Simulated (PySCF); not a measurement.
All values below come from ωB97X-D3(BJ)/def2-TZVP // B3LYP-D3(BJ)/def2-TZVP in PySCF 2.14.0. All species are isolated molecules in the gas phase. Delta-SCF ions had no search for a lower state. 

Reference species (SMILES): `C` (neutral, multiplicity 1).

| Quantity | Value |
|---|---|
| vertical ionisation energy (Delta-SCF) | 14.38 eV |
| HOMO | -13.67 eV |

Changed species: `ClCCl` (2 of 4 H replaced by Cl; the reference has 0 of 4 H replaced by Cl).

Q: What does the change do to the vertical ionisation energy (Delta-SCF) and HOMO?

A: the vertical ionisation energy (Delta-SCF) falls by 2.84 eV, to 11.54 eV; the HOMO goes up by 2.40 eV, to -11.27 eV.
